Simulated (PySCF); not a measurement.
# Functional dependence of a UV spectrum

Compound: C3H6Cl2.
Geometry (PBE0-D3(BJ)/def2-SVP, Å), atoms numbered from 1 in this order:
```
atom  x, y, z in Å
C1     1.1180   -0.3135   -0.6128
C2    -0.0888    0.4770   -0.1572
C3    -0.9855   -0.2686    0.8063
Cl4    0.4807    1.9889    0.6389
Cl5   -1.0572    0.9320   -1.6075
H6     0.7880   -1.2307   -1.1222
H7     1.7261    0.2808   -1.3070
H8     1.7326   -0.5845    0.2584
H9    -1.3606   -1.1856    0.3284
H10   -1.8392    0.3568    1.0977
H11   -0.4160   -0.5380    1.7079
```

Linear-response calculations in the def2-SVPD basis (PySCF; singlets by full response, triplets Tamm–Dancoff, core orbitals frozen in the response; HF means time-dependent Hartree–Fock). 'Strongest' is the level of largest summed f among the singlets computed (10 roots, of which the last may lack a degenerate partner); it can jump between rows when another state enters that window. S1 is the lowest singlet of each run and needn't be the same state throughout; f(S1) is that of one state. Isolated species at its PBE0-D3(BJ)/def2-SVP geometry, gas phase.

```csv
functional,kind,S1 (eV),f(S1),strongest (eV),T1 (eV),HOMO (eV),gap (eV),"ionisation energy, ΔSCF (eV)"
LDA,LDA,6.23,0.028,7.25,5.71,-7.25,5.90,10.49
PBE,GGA,6.26,0.032,7.23,5.67,-7.15,5.95,10.35
B3LYP,"global hybrid, 20% exact exchange",6.67,0.023,7.90,6.02,-8.27,7.87,10.70
PBE0,"global hybrid, 25% exact exchange",6.84,0.020,8.42,6.11,-8.55,8.41,10.76
BHandHLYP,"global hybrid, 50% exact exchange",7.20,0.014,8.82,6.44,-9.80,10.67,10.94
CAM-B3LYP,range-separated hybrid,6.93,0.014,8.52,6.22,-9.92,10.84,10.97
wB97X-D,range-separated hybrid,6.97,0.015,8.81,6.30,-10.42,12.07,10.96
LC-wPBE,range-separated hybrid,7.17,0.009,9.41,6.37,-11.37,13.43,11.26
HF,Hartree–Fock,7.89,0.010,10.33,6.96,-11.83,14.28,not settled
```

S1 runs from 6.23 eV (LDA) to 7.89 eV (HF), a spread of 1.67 eV, while the orbital gap spreads over 8.4 eV. Along PBE (0%), B3LYP (20%), PBE0 (25%), BHandHLYP (50%), HF (100%) S1 rises with the share of exact exchange. −ε(HOMO) comes closest to its own ΔSCF ionisation energy with LC-wPBE (+0.12 eV) and misses most with LDA (-3.24 eV). 'Not settled' means that the ion's SCF failed to converge or may have ended in another state than the lowest.
